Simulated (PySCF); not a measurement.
Gas-phase reaction: 5 H₃SiNH₂ + 2 SiHCl₃ = 4 SiH₂ClNH₂ + trisilylamine + 2 HCl

Energies from PySCF, thermal terms from the rigid-rotor harmonic-oscillator model, ideal gas at 1 bar. † marks an energy on the PBE0/def2-TZVP geometry and frequencies; other levels use their own. MP2 freezes the core. 6-31G* has spherical d functions here. All species are closed-shell singlets. B3LYP is the form with VWN-RPA correlation. H₃SiNH₂, SiH₂ClNH₂: computed as isolated molecules; such fragments, hydroxides, amides, oligomers or adducts are transient or little studied in the gas. MP2 isn't extrapolated to the basis-set limit.

```json
[
 {"level": "B3LYP/def2-TZVP†", "ΔH°(298 K), kJ": "5"},
 {"level": "BLYP/def2-TZVP†", "ΔH°(298 K), kJ": "…"},
 {"level": "HF/6-31G*", "ΔH°(298 K), kJ": "-17"},
 {"level": "M06-2X/def2-TZVP†", "ΔH°(298 K), kJ": "-14"},
 {"level": "MP2/def2-SVP†", "ΔH°(298 K), kJ": "-11"},
 {"level": "MP2/def2-TZVPP†", "ΔH°(298 K), kJ": "-8"},
 {"level": "PBE/def2-TZVP†", "ΔH°(298 K), kJ": "…"},
 {"level": "PBE0/def2-TZVP", "ΔH°(298 K), kJ": "7"},
 {"level": "LDA/def2-TZVP†", "ΔH°(298 K), kJ": "-5"},
 {"level": "ωB97M-V/def2-TZVP†", "ΔH°(298 K), kJ": "…"},
 {"level": "ωB97X-V/def2-TZVP†", "ΔH°(298 K), kJ": "…"}
]
```

**Question.** Some entries are withheld; supply them.

**Answer.** 
- BLYP/def2-TZVP†, ΔH°(298 K), kJ: 9
- PBE/def2-TZVP†, ΔH°(298 K), kJ: 11
- ωB97M-V/def2-TZVP†, ΔH°(298 K), kJ: -1
- ωB97X-V/def2-TZVP†, ΔH°(298 K), kJ: -2
